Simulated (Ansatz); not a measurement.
## Te (model structure, started from the beta-W type, Pm-3n, No. 223, 8 atoms in the cell)

Level of theory: PBEsol in Ansatz (PAW).

Numerical settings: plane-wave cutoff 500 eV, 8×8×8 k mesh, Fermi–Dirac smearing 0.05 eV, scalar-relativistic PAW data made under PBE.

Cell (relaxed at this level):

```xyz
8
Lattice="6.0293 0.0000 0.0000 0.0000 6.0293 0.0000 0.0000 0.0000 6.0293" Properties=species:S:1:pos:R:3 pbc="T T T"
Te     1.5073     0.0000     3.0146
Te     4.5220     0.0000     3.0146
Te     0.0000     3.0146     1.5073
Te     0.0000     3.0146     4.5220
Te     3.0146     1.5073     0.0000
Te     3.0146     4.5220     0.0000
Te     0.0000     0.0000     0.0000
Te     3.0146     3.0146     3.0146
```

- band gap = none

Note: the relaxation could raise the start's symmetry but not lower it, so the cell can be a saddle point.

Spin–orbit coupling is not included.

Computed values are for the static lattice.

A model structure was made by putting elements into a prototype or built by hand; it is no filed structure, need not be a known phase, and can be a saddle point held by its symmetry.

Ansatz is a first-principles code.
